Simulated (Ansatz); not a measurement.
Process, species as SMILES: P#P (P2) → P2+ (doublet, bonded as P#P) + e-
B3LYP-D3(BJ)/def2-TZVP geometries, fixed; electronic energies without zero-point terms.

Effect of a fitting basis named in the input at PBE0/cc-pV(T+d)Z with Ansatz (an electronic-structure program), against the last row, where the adiabatic ionisation energy is 10.36 eV. Open shells are unrestricted. The default fits or decomposes integrals by the program's own choice; accuracy: high also tightens integrals, grids and stops.

```tsv
setting	largest shift of a total energy (mEh)	shift of the adiabatic ionisation energy (eV)
fitting: def2-SV(P)-JKFIT	-0.032	0.000
fitting: def2-universal-JKFIT	-0.032	0.000
fitting: cc-pVTZ-JKFIT	0.016	0.000
fitting: cc-pVQZ-JKFIT	-0.002	0.000
fitting: cc-pV5Z-JKFIT	-0.004	0.000
accuracy: high	-0.013	0.000
accuracy: medium (default)	0.000	0.000
```

Within 0.002 eV in the adiabatic ionisation energy: fitting: def2-SV(P)-JKFIT; fitting: def2-universal-JKFIT; fitting: cc-pVTZ-JKFIT; fitting: cc-pVQZ-JKFIT; fitting: cc-pV5Z-JKFIT; accuracy: high. The largest shift is 0.032 mEh in a total energy and 0.000 eV in the difference.
